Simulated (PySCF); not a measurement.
Compound: ethyl isocyanide, C₃H₅N.
SMILES with atom numbers: `[C-:1]#[N+:2][CH2:3][CH3:4]` (hydrogens: H5, H6 on C3; H7, H8, H9 on C4)

Geometry (PBE0-D3(BJ)/def2-SVP, Å), atoms numbered from 1 in this order:
```xyz
9
C3H5N angstrom
C      2.246   -0.382   -1.236
N      1.344    0.068   -0.636
C      0.233    0.576    0.079
C     -0.857   -0.467    0.265
H      0.592    0.942    1.054
H     -0.154    1.451   -0.467
H     -1.229   -0.822   -0.707
H     -1.698   -0.032    0.822
H     -0.477   -1.334    0.825
```

Computed with TDDFT PBE0/def2-SVPD, vertical, gas phase, core orbitals frozen in the response in PySCF 2.14.0, density-fitted response routines.

Ground-to-excited transition dipoles (e·a0, same axes as the geometry; the sign carries no meaning), for the states with f of 0.002 or more among the lowest 10:

| state | E (eV) | μx | μy | μz |
| --- | --- | --- | --- | --- |
| S1 | 7.863 | 0.251 | 0.327 | -0.035 |
| S3 | 8.036 | -0.244 | 0.151 | -0.482 |
| S4 | 8.226 | 0.127 | 0.140 | -0.004 |
| S5 | 8.239 | 0.058 | -0.043 | 0.112 |
| S6 | 8.374 | 0.000 | -0.419 | -0.133 |
| S8 | 8.957 | 0.468 | -0.113 | -0.271 |
| S10 | 9.717 | -0.155 | 0.104 | -0.302 |

(1) Work out the oscillator strengths.

(2) The point group is Cs. Which irreducible representation does each state belong to?

(3) What angle do the transition dipoles of S3 and S6 make?

(4) How is the summed strength of these states shared among x, y and z?

(5) What peak molar absorption coefficient would the strongest computed level give as a lone Gaussian band 0.3 eV wide at half height?

Results:

(1) f = (2/3) ΔE |μ|² with ΔE in hartree (27.2114 eV).

| state | \|μ\|² (au) | \|μ\| (D) | f |
| --- | --- | --- | --- |
| S1 | 0.171 | 1.05 | 0.033 |
| S3 | 0.314 | 1.42 | 0.062 |
| S4 | 0.036 | 0.48 | 0.007 |
| S5 | 0.018 | 0.34 | 0.004 |
| S6 | 0.193 | 1.12 | 0.040 |
| S8 | 0.305 | 1.40 | 0.067 |
| S10 | 0.126 | 0.90 | 0.030 |

(2) From a totally symmetric ground state, an allowed state transforms like the component of the dipole operator along its μ. Polarised normal to the mirror plane, so A″: S3, S5 and S10. Polarised in the mirror plane, so A′: S1, S4, S6 and S8.

(3) |cos θ| = |μa·μb| / (|μa| |μb|) = 0.00, so θ ≈ 90° (taken between 0 and 90°, since the signs are arbitrary).

(4) (2/3) Σ ΔE μα² gives 0.081 for x, 0.071 for y and 0.090 for z, 0.242 in all.

(5) ε(max) = 2.175×10⁸ f / FWHM, with the width in cm⁻¹. S8: 2.175×10⁸ × 0.0669 / 2420 ≈ 6000 L mol⁻¹ cm⁻¹.

The vertical ionisation energy (ΔSCF) is 11.01 eV, 1.29 eV above S10.
